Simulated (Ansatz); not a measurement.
Mulliken charges of CH3NO, SMILES `N=CO` from B3LYP/def2-TZVPP in Ansatz (PBE0-D4/def2-TZVP geometry).

| atom | x (Å) | y (Å) | z (Å) | charge (e) |
| --- | --- | --- | --- | --- |
| N1 | -0.978 | -0.319 | -0.109 | -0.287 |
| C2 | 0.210 | 0.080 | -0.224 | 0.099 |
| O3 | 1.017 | 0.220 | 0.831 | -0.264 |
| H4 | -1.440 | -0.364 | -1.011 | 0.147 |
| H5 | 0.731 | 0.356 | -1.143 | 0.095 |
| H6 | 0.503 | -0.037 | 1.610 | 0.210 |

Problem. By hand: the dipole of these point charges (1 e Å = 4.8032 D).

Solution. Σ q r = (-0.004, 0.014, -0.129) e Å, of length 0.130 e Å = 0.62 D.

Problem. How does the dipole of the full density compare? (Best estimate.)

Solution. Ansatz gave: (0.060, 0.042, -0.194) e Å, 1.00 D; the point charges give 0.62 times that, at 20° from its direction.

Point charges leave out the atoms' own dipoles, such as those of lone pairs, and Mulliken's split depends on the basis, so the two needn't agree.

B3LYP here is the variant with VWN-RPA as its local correlation; programs differ in this.
